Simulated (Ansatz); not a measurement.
# Si2NH7 (SMILES [SiH3]N[SiH3]): levels of theory compared

Aim: a comparison of 5 runs (HF/def2-SVP, B3LYP/6-31G*, PBE0/def2-SVP, r2SCAN/def2-SVP) of Si2NH7. 

The calculation is run with Ansatz 0.2.0.

8 further runs of the same task are left out: 2 for a known fault of the program, 1 that didn't finish, 5 set aside as unsound or not needed. Runs told in other sessions of the task aren't counted.

## 1. Starting point

Si2NH7 has 10 atoms, charge 0, and is taken as a singlet. As SMILES, `[SiH3]N[SiH3]`. The shape is that of a PBE0-D4/def2-TZVP optimisation.

Bond lengths: Si1–N2 1.726 Å, N2–Si3 1.726 Å, Si1–H4 1.484 Å, Si1–H5 1.490 Å, Si1–H6 1.488 Å, N2–H7 1.011 Å, Si3–H8 1.484 Å, Si3–H9 1.488 Å, Si3–H10 1.490 Å. Some angles: Si1–N2–Si3 128.9°, Si1–N2–H7 115.5°, Si3–N2–H7 115.5°, N2–Si1–H4 107.4°, N2–Si1–H5 112.6°, N2–Si1–H6 110.9°, N2–Si3–H8 107.4°, N2–Si3–H9 110.9°, N2–Si3–H10 112.6°, H4–Si1–H5 109.0°.

## 2. Energy and forces at HF/def2-SVP (run 1)

File in.yaml:

```yaml
crystal:
  periodic: [false, false, false]
  atoms:
    - {symbol: Si, position_ang: [-1.042800, 0.758390, -0.879990]}
    - {symbol: "N", position_ang: [0.119990, 0.500410, 0.368670]}
    - {symbol: Si, position_ang: [0.995830, -0.935260, 0.755390]}
    - {symbol: H, position_ang: [-1.373610, -0.567260, -1.458240]}
    - {symbol: H, position_ang: [-0.532280, 1.645360, -1.962590]}
    - {symbol: H, position_ang: [-2.274280, 1.393560, -0.336440]}
    - {symbol: H, position_ang: [0.361990, 1.317290, 0.912940]}
    - {symbol: H, position_ang: [0.403090, -2.042290, -0.034740]}
    - {symbol: H, position_ang: [0.897240, -1.243020, 2.208320]}
    - {symbol: H, position_ang: [2.444830, -0.827180, 0.426680]}
basis:
  gaussian: {orbitals: def2-SVP}
hamiltonian: {xc: hf}
output: {forces: true, orbitals: {seedname: orbitals}}
accuracy: high
```

Started as:

```console
ansatz run in.yaml --threads 1 --pin off --max-ram 3480MiB --events-out events.jsonl --progress --plain --runs-dir runs
```

What it wrote:

```text
Warning: RAYON_NUM_THREADS=1 ignored (pool sized by the plan → 1); use --threads N
Functional definition: HF
  name "HF"
  exchange = exact_x
  correlation = 0
1933 factors; integrals over basis functions are off by at most 3.7e-9 eV
mean field evaluation 1: about -17309.6777 eV, gradient 2.9e1 eV
mean field evaluation 2: about -17309.6869 eV, gradient 2.9e1 eV
mean field evaluation 4: about -17311.9449 eV, gradient 2.9e0 eV
mean field evaluation 8: about -17311.9771 eV, gradient 2.5e-4 eV
mean field -17311.97711856 eV, -636.2034246276 hartree, gradient 1.6e-8 eV, S^2 0.000000; 0 other end points of the search recorded, 0 dependent functions left out
the calculation of the forces begins
reference -17311.97711856 eV, -636.2034246276 hartree; 21, 21 occupied and 64, 64 virtual orbitals, 1933 factors
Total energy: -17311.97711856 eV, -636.2034246276 hartree
Atom 0 at    -1.042800     0.758390    -0.879990 Å, force    -0.283383     0.118898    -0.245297 eV/Å
Atom 1 at     0.119990     0.500410     0.368670 Å, force     0.118945     0.356728     0.221231 eV/Å
Atom 2 at     0.995830    -0.935260     0.755390 Å, force     0.212607    -0.293173     0.152770 eV/Å
Atom 3 at    -1.373610    -0.567260    -1.458240 Å, force    -0.019568     0.117714    -0.003869 eV/Å
Atom 4 at    -0.532280     1.645360    -1.962590 Å, force    -0.046938    -0.059691     0.065880 eV/Å
Atom 5 at    -2.274280     1.393560    -0.336440 Å, force     0.070870    -0.039422    -0.058409 eV/Å
Atom 6 at     0.361990     1.317290     0.912940 Å, force    -0.064071    -0.213852    -0.141439 eV/Å
Atom 7 at     0.403090    -2.042290    -0.034740 Å, force     0.083647     0.031954     0.079038 eV/Å
Atom 8 at     0.897240    -1.243020     2.208320 Å, force     0.022244     0.001084    -0.097434 eV/Å
Atom 9 at     2.444830    -0.827180     0.426680 Å, force    -0.094353    -0.020239     0.027529 eV/Å
Dipole moment:     0.044440     0.153031     0.103096 e Å
```

It took 2.9 s on 1 thread of Arm Neoverse V2, shared host; peak memory 0.23 GiB.

## 3. Energy and forces at B3LYP/6-31G(d) (spherical functions) (run 2)

File job.yaml:

```yaml
crystal:
  periodic: [false, false, false]
  atoms:
    - {symbol: Si, position_ang: [-1.042800, 0.758390, -0.879990]}
    - {symbol: N, position_ang: [0.119990, 0.500410, 0.368670]}
    - {symbol: Si, position_ang: [0.995830, -0.935260, 0.755390]}
    - {symbol: H, position_ang: [-1.373610, -0.567260, -1.458240]}
    - {symbol: H, position_ang: [-0.532280, 1.645360, -1.962590]}
    - {symbol: H, position_ang: [-2.274280, 1.393560, -0.336440]}
    - {symbol: H, position_ang: [0.361990, 1.317290, 0.912940]}
    - {symbol: H, position_ang: [0.403090, -2.042290, -0.034740]}
    - {symbol: H, position_ang: [0.897240, -1.243020, 2.208320]}
    - {symbol: H, position_ang: [2.444830, -0.827180, 0.426680]}
basis:
  gaussian:
    orbitals: 6-31G_st_-spherical.json
total_charge: 0
hamiltonian:
  xc: {name: B3LYP}
accuracy: high
output: {forces: true, orbitals: {seedname: orbitals}}
```

The basis set 6-31G* is read from a file made from the Basis Set Exchange's data (not shown).

Started as:

```console
ansatz run job.yaml --threads 1 --pin off --max-ram 3480MiB --events-out events.jsonl --progress --plain --runs-dir runs
```

What it wrote:

```text
Warning: RAYON_NUM_THREADS=1 ignored (pool sized by the plan → 1); use --threads N
Functional definition: B3LYP
  name "B3LYP"
  parameter a0 = 0.2
  parameter ax = 0.72
  parameter ac = 0.81
  exchange = (1 - a0 - ax)*slater_x + ax*b88_x + a0*exact_x
  correlation = (1 - ac)*vwn_rpa_c + ac*lyp_c
1509 factors; integrals over basis functions are off by at most 3.5e-9 eV
mean field evaluation 1: about -17353.9637 eV, gradient 5.5e1 eV
mean field evaluation 2: about -17341.6015 eV, gradient 8.8e1 eV
mean field evaluation 4: about -17359.9494 eV, gradient 9.9e-1 eV
mean field evaluation 8: about -17360.1361 eV, gradient 4.6e-2 eV
mean field evaluation 16: about -17360.1361 eV, gradient 5.1e-7 eV
mean field -17360.13612572 eV, -637.9732354974 hartree, gradient 3.1e-8 eV, S^2 0.000000; 0 other end points of the search recorded, 0 dependent functions left out
the calculation of the forces begins
reference -17360.13617041 eV, -637.9732371395 hartree; 21, 21 occupied and 43, 43 virtual orbitals, 1509 factors
Total energy: -17360.13617041 eV, -637.9732371395 hartree
Atom 0 at    -1.042800     0.758390    -0.879990 Å, force    -0.257973     0.084664    -0.277310 eV/Å
Atom 1 at     0.119990     0.500410     0.368670 Å, force    -0.007048     0.066332     0.077535 eV/Å
Atom 2 at     0.995830    -0.935260     0.755390 Å, force     0.213837    -0.307363     0.101473 eV/Å
Atom 3 at    -1.373610    -0.567260    -1.458240 Å, force    -0.020065     0.003787    -0.021288 eV/Å
Atom 4 at    -0.532280     1.645360    -1.962590 Å, force    -0.028918     0.023940    -0.051819 eV/Å
Atom 5 at    -2.274280     1.393560    -0.336440 Å, force    -0.045443     0.021631    -0.020586 eV/Å
Atom 6 at     0.361990     1.317290     0.912940 Å, force     0.059438     0.207556     0.140986 eV/Å
Atom 7 at     0.403090    -2.042290    -0.034740 Å, force     0.014477    -0.024856     0.006435 eV/Å
Atom 8 at     0.897240    -1.243020     2.208320 Å, force     0.023019    -0.035311     0.034358 eV/Å
Atom 9 at     2.444830    -0.827180     0.426680 Å, force     0.048675    -0.040379     0.010218 eV/Å
Dipole moment:     0.046881     0.156281     0.103422 e Å
```

Wall time 7.2 s (1 thread of Arm Neoverse V2, shared host); peak memory 0.27 GiB.

Runs 3 to 4 aren't shown in full; the table further down has their settings and results.

## 4. Energy and forces at r2SCAN/def2-SVP (run 5)

File job.yaml:

```yaml
crystal:
  periodic: [false, false, false]
  atoms:
    - symbol: Si
      position_ang: [-1.042800, 0.758390, -0.879990]
    - symbol: N
      position_ang: [0.119990, 0.500410, 0.368670]
    - symbol: Si
      position_ang: [0.995830, -0.935260, 0.755390]
    - symbol: H
      position_ang: [-1.373610, -0.567260, -1.458240]
    - symbol: H
      position_ang: [-0.532280, 1.645360, -1.962590]
    - symbol: H
      position_ang: [-2.274280, 1.393560, -0.336440]
    - symbol: H
      position_ang: [0.361990, 1.317290, 0.912940]
    - symbol: H
      position_ang: [0.403090, -2.042290, -0.034740]
    - symbol: H
      position_ang: [0.897240, -1.243020, 2.208320]
    - symbol: H
      position_ang: [2.444830, -0.827180, 0.426680]
basis:
  gaussian: {orbitals: def2-SVP}
hamiltonian: {xc: r2scan}
output: {forces: true, orbitals: {seedname: orbitals}}
accuracy: high
```

Started as:

```console
ansatz run job.yaml --threads 1 --pin off --max-ram 3480MiB --events-out events.jsonl --progress --plain --runs-dir runs
```

What it wrote:

```text
Warning: RAYON_NUM_THREADS=1 ignored (pool sized by the plan → 1); use --threads N
Functional definition: r2SCAN
  name "r2SCAN"
  parameter k0 = 0.174
  parameter k1 = 0.065
  parameter a1 = 4.9479
  exchange = r2scan_x(k0 = k0, k1 = k1, a1 = a1)
  correlation = r2scan_c
1933 factors; integrals over basis functions are off by at most 3.7e-9 eV
mean field evaluation 1: about -17345.6652 eV, gradient 5.4e1 eV
mean field evaluation 2: about -17329.8359 eV, gradient 9.4e1 eV
mean field evaluation 4: about -17351.5132 eV, gradient 1.6e0 eV
mean field evaluation 8: about -17351.5161 eV, gradient 6.0e-2 eV
mean field evaluation 16: about -17351.5161 eV, gradient 1.4e-6 eV
mean field -17351.51611066 eV, -637.6564557868 hartree, gradient 6.0e-8 eV, S^2 0.000000; 0 other end points of the search recorded, 0 dependent functions left out
the calculation of the forces begins
reference -17351.51611152 eV, -637.6564558181 hartree; 21, 21 occupied and 64, 64 virtual orbitals, 1933 factors
Total energy: -17351.51611152 eV, -637.6564558181 hartree
Atom 0 at    -1.042800     0.758390    -0.879990 Å, force    -0.203100     0.090993    -0.207295 eV/Å
Atom 1 at     0.119990     0.500410     0.368670 Å, force    -0.039085    -0.038564     0.008867 eV/Å
Atom 2 at     0.995830    -0.935260     0.755390 Å, force     0.178052    -0.225721     0.098750 eV/Å
Atom 3 at    -1.373610    -0.567260    -1.458240 Å, force    -0.040269    -0.108284    -0.062164 eV/Å
Atom 4 at    -0.532280     1.645360    -1.962590 Å, force     0.022221     0.088158    -0.128502 eV/Å
Atom 5 at    -2.274280     1.393560    -0.336440 Å, force    -0.133426     0.063200     0.027503 eV/Å
Atom 6 at     0.361990     1.317290     0.912940 Å, force     0.094307     0.313621     0.207353 eV/Å
Atom 7 at     0.403090    -2.042290    -0.034740 Å, force    -0.040029    -0.108342    -0.062106 eV/Å
Atom 8 at     0.897240    -1.243020     2.208320 Å, force     0.006895    -0.053559     0.140156 eV/Å
Atom 9 at     2.444830    -0.827180     0.426680 Å, force     0.154435    -0.021502    -0.022563 eV/Å
Dipole moment:     0.042077     0.153550     0.106582 e Å
```

Run time: 12 s. Hardware: 1 thread of Arm Neoverse V2, shared host; peak memory 0.27 GiB.

## 5. All runs side by side

| run | level | Cartesian functions | energy (Eh) | dipole moment (D) | HOMO energy (eV) | LUMO energy (eV) | wall time |
| --- | --- | --- | --- | --- | --- | --- | --- |
| 1 | HF/def2-SVP | no | -636.203425 | 0.91 | -10.76 | 3.78 | 2.9 s |
| 2 | B3LYP/6-31G* (spherical functions) | no | -637.973237 | 0.93 | -7.02 | 0.21 | 7.2 s |
| 3 | B3LYP/6-31G* (Cartesian functions) | yes | -637.977775 | 0.93 | -7.02 | 0.19 | 7.5 s |
| 4 | PBE0/def2-SVP | no | -637.428606 | 0.90 | -7.39 | 0.46 | 7.8 s |
| 5 | r2SCAN/def2-SVP | no | -637.656456 | 0.92 | -6.36 | -0.04 | 12 s |

## 6. Outcome

| quantity | value |
| --- | --- |
| run 5: total energy | -637.65646 Eh |
| run 5: dipole moment | 0.92 D |
| run 5: HOMO energy | -6.36 eV |
| run 5: LUMO energy | -0.04 eV |
| run 5: HOMO–LUMO gap | 6.32 eV |
| run 5: largest force on an atom | 0.388 eV/Å |

What this shows: The dipole moment (its size) runs from 0.90 D (PBE0/def2-SVP) to 0.93 D (B3LYP/6-31G*). The two ends differ in method and basis. The HOMO–LUMO gap runs from 6.32 eV (r2SCAN/def2-SVP) to 14.53 eV (HF/def2-SVP). Exact exchange widens orbital gaps. Totals of different functionals can't be ranked against each other. All runs together took 38 s, the longest 12 s.
